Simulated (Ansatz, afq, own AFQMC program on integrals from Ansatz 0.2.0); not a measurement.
**CH2⁺, doublet in cc-pVDZ, levels against full CI**

```xyz
3

C     0.0000    0.0000    0.0000
H     0.0000    0.0000   -2.5862
H     0.0000    0.0000    2.5862
```

Basis cc-pVDZ. Only valence electrons are correlated. AFQMC by an in-house program on the Cholesky factors that Ansatz 0.2.0 writes for its CCSD(T) run. The CISD trial takes its coefficients from CCSD amplitudes. Released means that phaseless walkers are propagated on without the constraint, phases kept. ± is one standard error of the sampling.

Determinant: ROHF, the one that the program's search chose, which needn't be the lowest solution. The geometry is a point of a scan.

Full CI on the same integrals is exact in this basis and with this determinant's frozen core.

Cautions: a spin-contaminated unrestricted determinant lies lower (UHF 2.76 eV lower, ⟨S²⟩ 1.76); strong correlation (T1 0.177, weight of the determinant 0.58, largest double 0.38); the CCSD(T) amplitudes may be one of several solutions (largest double 0.38); the CCSDT(Q) amplitudes may be one of several solutions (largest double 0.46); the CCSDTQ amplitudes may be one of several solutions (largest double 0.46); the released energies are still falling, so no released level is given (meV from the phaseless value at times in 1/Eh: -22 ± 7 at 0.24, -36 ± 8 at 0.51, -49 ± 8 at 0.99, -91 ± 11 at 1.62, -92 ± 19 at 2.40); the ph-AFQMC/CISD walk drifts between its halves (2.6 errors); the next higher spin lies close (full CI puts it 46 meV above).

```
T1 diagnostic                               : 0.1771
weight of the determinant in the CISD state : 0.577
size of the correlated space                : 5 electrons in 23 orbitals
```

Reference: full CI, correlation energy -4.777 eV. The cautions show a poor starting determinant, so the rows tell how each method copes with it here, and full CI is the sure value.

```
        level  E − E(reference) (meV)  share of correlation (%)
           HF                  4777.3                      0.00
          MP2                  2016.9                     57.78
         CCSD                   213.4                     95.53
      CCSD(T)                     6.1                     99.87
        CCSDT                    24.2                     99.49
     CCSDT(Q)                     1.8                     99.96
       CCSDTQ                    11.4                     99.76
ph-AFQMC/CISD             189.0 ± 6.4                     96.04
```

CCSDT and higher add their correlation energy to the determinant of the CCSD(T) run, since their own runs factorise the integrals more tightly (a shift of under 2 meV).
